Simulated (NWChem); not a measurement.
**One shape, several levels: doublet C4H5N+**

We compute a comparison of 4 runs (UHF/STO-3G, UHF/3-21G, UB3LYP/6-31G*) of doublet C4H5N+. 

The calculation is run with NWChem 7.3.0.

11 further runs of the same task are left out: 11 set aside as unsound or not needed.

## (1) The molecule

C4H5N+ has 10 atoms, charge +1, and is taken as a doublet. As SMILES of the parent species, `c1cc[nH]c1`. Geometry: relaxed at PBE0-D4/def2-TZVP. That shape belongs to the parent species and isn't relaxed for this state.

Bond lengths: C1–C2 1.417 Å, C2–C3 1.371 Å, C3–N4 1.363 Å, C1–C5 1.371 Å, N4–C5 1.363 Å, C1–H6 1.079 Å, C2–H7 1.079 Å, C3–H8 1.078 Å, N4–H9 1.003 Å, C5–H10 1.078 Å. Some angles: C1–C2–C3 107.3°, C2–C1–C5 107.3°, C2–C3–N4 107.7°, C3–N4–C5 110.0°, C1–C5–N4 107.7°, C1–C2–H7 126.9°, C3–C2–H7 125.7°, C2–C1–H6 126.9°, C5–C1–H6 125.7°, C2–C3–H8 131.0°.

## (2) The energy at UHF/STO-3G (run 1)

mymol.nw reads:

```
start mymol
title "C4H5N energy"
memory stack 880 mb heap 220 mb global 1100 mb
charge 1

geometry units au noautosym nocenter noautoz
   C      0.72678867     1.12268629    -1.80733407
   C      1.41767254    -1.36891760    -1.11456047
   C      0.17064227    -1.93186702     1.08583663
   N     -1.23852650     0.12491090     1.73552447
   C     -0.91859587     1.99611771    -0.00642507
   H      1.36305945     2.16071285    -3.44194716
   H      2.68624569    -2.61122356    -2.11535942
   H      0.17461069    -3.61750272     2.22930991
   H     -2.34685087     0.24377467     3.26865928
   H     -1.87800982     3.78436554     0.17139816
end

basis spherical bse
   C library STO-3G
   N library STO-3G
   H library STO-3G
end

scf
   nopen 1
   uhf
   thresh 1e-08
   maxiter 80
   noprint "final vectors analysis"
end

task scf
```

Command:

```console
$ nwchem mymol.nw > mymol.out
```

Output:

```text
[...]
  functions       =    30
[...]
  wavefunction    = UHF
[...]
         Total SCF energy =   -206.029378850433
      One electron energy =   -589.699866551421
      Two electron energy =    221.935623620408
 Nuclear repulsion energy =    161.734864080580
                       Sz =      0.5000
                 Sz(Sz+1) =      0.7500
                      S^2 =      0.9133
[...]
```

Wall time 12 s (1 thread of AMD EPYC 9R14 (Zen 4), shared host); peak memory 0.098 GiB.

## (3) The energy at UHF/3-21G (run 2)

work.xyz reads:

```xyz
10
C4H5N
C      0.384600     0.594100    -0.956400
C      0.750200    -0.724400    -0.589800
C      0.090300    -1.022300     0.574600
N     -0.655400     0.066100     0.918400
C     -0.486100     1.056300    -0.003400
H      0.721300     1.143400    -1.821400
H      1.421500    -1.381800    -1.119400
H      0.092400    -1.914300     1.179700
H     -1.241900     0.129000     1.729700
H     -0.993800     2.002600     0.090700
```

work.nw reads:

```
start work
title "C4H5N"
memory 2200 mb
charge 1

geometry noautosym nocenter noautoz
load work.xyz
end

basis spherical bse
* library 3-21G
end

scf
doublet
uhf
thresh 1e-08
maxiter 80
end

task scf energy
```

Command:

```console
$ nwchem work.nw > work.out
```

Output:

```text
[...]
  functions       =    55
[...]
  wavefunction    = UHF
[...]
         Total SCF energy =   -207.389746852805
      One electron energy =   -590.762452469018
      Two electron energy =    221.637829837781
 Nuclear repulsion energy =    161.734875778433
                       Sz =      0.5000
                 Sz(Sz+1) =      0.7500
                      S^2 =      0.7983
[...]
```

It took 10 s on 1 thread of AMD EPYC 9R14 (Zen 4), shared host; peak memory 0.099 GiB.

## (4) A single-point energy at UB3LYP/6-31G(d) (spherical functions) (run 3)

c4h5n.nw reads:

```
start c4h5n
memory total 2200 mb
charge 1
geometry units bohr noautosym nocenter noautoz
C    0.72678867   1.12268629  -1.80733407
C    1.41767254  -1.36891760  -1.11456047
C    0.17064227  -1.93186702   1.08583663
N   -1.23852650   0.12491090   1.73552447
C   -0.91859587   1.99611771  -0.00642507
H    1.36305945   2.16071285  -3.44194716
H    2.68624569  -2.61122356  -2.11535942
H    0.17461069  -3.61750272   2.22930991
H   -2.34685087   0.24377467   3.26865928
H   -1.87800982   3.78436554   0.17139816
end
basis spherical bse
* library 6-31G*
end
dft
xc b3lyp
mult 2
grid xfine
convergence energy 1e-08
maxiter 100
mulliken
print medium
end
task dft energy
```

Command:

```console
$ nwchem c4h5n.nw > c4h5n.out
```

Output:

```text
[...]
          Wavefunction type:  spin polarized.
          No. of atoms     :    10
          No. of electrons :    35
[...]
          Charge           :     1
          Spin multiplicity:     2
[...]
          AO basis - number of functions:    80
[...]
              XC Information
              --------------
                         B3LYP Method XC Potential
                     Hartree-Fock (Exact) Exchange  0.200
                        Slater Exchange Functional  0.800 local
                    Becke 1988 Exchange Functional  0.720 non-local
              Lee-Yang-Parr Correlation Functional  0.810
                  VWN I RPA Correlation Functional  0.190 local
[...]
 d= 0,ls=0.0,diis     1   -209.7797012754 -3.72D+02  6.30D-03  2.07D-01     4.6
[...]
 d= 0,ls=0.0,diis    12   -209.8676816371 -1.80D-09  1.41D-07  1.65D-10    52.7
[...]
         Total DFT energy =     -209.867681637101
      One electron energy =     -593.504061450097
           Coulomb energy =      252.150613561560
    Exchange-Corr. energy =      -30.249097829144
 Nuclear repulsion energy =      161.734864080580
[...]
      Total Density - Mulliken Population Analysis
     ---------------------------------------------
    Atom       Charge   Shell Charges
 -----------   ------   -------------------------------------------------------
    1 C    6     6.13   2.00  0.70  2.08  0.53  0.78  0.04
    2 C    6     6.13   2.00  0.70  2.08  0.53  0.78  0.04
    3 C    6     5.83   2.00  0.73  2.02  0.43  0.60  0.06
    4 N    7     7.52   2.00  0.78  2.58  0.81  1.32  0.04
    5 C    6     5.83   2.00  0.73  2.02  0.43  0.60  0.06
    6 H    1     0.75   0.52  0.24
    7 H    1     0.75   0.52  0.24
    8 H    1     0.73   0.51  0.21
    9 H    1     0.59   0.49  0.10
   10 H    1     0.73   0.51  0.21
[...]
      <S2> =      0.7600 (Exact =     0.7500)
[...]
```

Run time: 53 s. Hardware: 1 thread of AMD EPYC 9R14 (Zen 4), shared host; peak memory 0.14 GiB.

## (5) The energy at UB3LYP/6-31G(d) (Cartesian functions) (run 4)

m1.nw reads:

```
start m1
memory total 2200 mb
charge 1

geometry units bohr noautosym nocenter noautoz
   C      0.72678867     1.12268629    -1.80733407
   C      1.41767254    -1.36891760    -1.11456047
   C      0.17064227    -1.93186702     1.08583663
   N     -1.23852650     0.12491090     1.73552447
   C     -0.91859587     1.99611771    -0.00642507
   H      1.36305945     2.16071285    -3.44194716
   H      2.68624569    -2.61122356    -2.11535942
   H      0.17461069    -3.61750272     2.22930991
   H     -2.34685087     0.24377467     3.26865928
   H     -1.87800982     3.78436554     0.17139816
end

basis "ao basis"
   * library 6-31G*
end

dft
   xc b3lyp
   mult 2
   grid xfine
   convergence energy 1e-08
   iterations 100
   mulliken
end

task dft energy
```

Command:

```console
$ nwchem m1.nw > m1.out
```

Output:

```text
[...]
          Wavefunction type:  spin polarized.
          No. of atoms     :    10
          No. of electrons :    35
[...]
          Charge           :     1
          Spin multiplicity:     2
[...]
          AO basis - number of functions:    85
[...]
              XC Information
              --------------
                         B3LYP Method XC Potential
                     Hartree-Fock (Exact) Exchange  0.200
                        Slater Exchange Functional  0.800 local
                    Becke 1988 Exchange Functional  0.720 non-local
              Lee-Yang-Parr Correlation Functional  0.810
                  VWN I RPA Correlation Functional  0.190 local
[...]
 d= 0,ls=0.0,diis     1   -209.7801159333 -3.72D+02  6.31D-03  2.71D-01     5.0
[...]
 d= 0,ls=0.0,diis    12   -209.8718334135 -2.11D-09  1.33D-07  1.63D-10    57.9
[...]
         Total DFT energy =     -209.871833413521
      One electron energy =     -593.469430766421
           Coulomb energy =      252.069483940209
    Exchange-Corr. energy =      -30.206750667888
 Nuclear repulsion energy =      161.734864080580
[...]
      Total Density - Mulliken Population Analysis
     ---------------------------------------------
    Atom       Charge   Shell Charges
 -----------   ------   -------------------------------------------------------
    1 C    6     6.13   1.99  0.72  2.08  0.54  0.78  0.01
    2 C    6     6.13   1.99  0.72  2.08  0.54  0.78  0.01
    3 C    6     5.83   1.99  0.75  2.02  0.44  0.59  0.03
    4 N    7     7.54   1.99  0.78  2.58  0.84  1.33  0.02
    5 C    6     5.83   1.99  0.75  2.02  0.44  0.59  0.03
    6 H    1     0.75   0.52  0.24
    7 H    1     0.75   0.52  0.24
    8 H    1     0.72   0.52  0.21
    9 H    1     0.59   0.49  0.10
   10 H    1     0.72   0.52  0.21
[...]
      <S2> =      0.7600 (Exact =     0.7500)
[...]
```

It took 59 s on 1 thread of AMD EPYC 9R14 (Zen 4), shared host; peak memory 0.14 GiB.

## (6) Overview of the runs

```
run                                level  iteration cap  module  energy (Eh)   ⟨S²⟩  wall time
  1                           UHF/STO-3G             80     scf  -206.029379  0.913       12 s
  2                            UHF/3-21G             80     scf  -207.389747  0.798       10 s
  3  UB3LYP/6-31G* (spherical functions)            100     dft  -209.867682  0.760       53 s
  4  UB3LYP/6-31G* (Cartesian functions)            100     dft  -209.871833  0.760       59 s
```

## (7) Results

| quantity | value |
| --- | --- |
| run 4: total energy | -209.87183 Eh |
| run 4: HOMO energy (highest over α and β) | -13.10 eV |
| run 4: LUMO energy (lowest over α and β) | -10.49 eV |
| run 4: ⟨S²⟩ | 0.760 |

In words: In run 1 the basis is minimal, so the values are rough. Spin contamination of the reference: run 1 ⟨S²⟩ = 0.91. All runs together took 2.2 min, the longest 59 s.
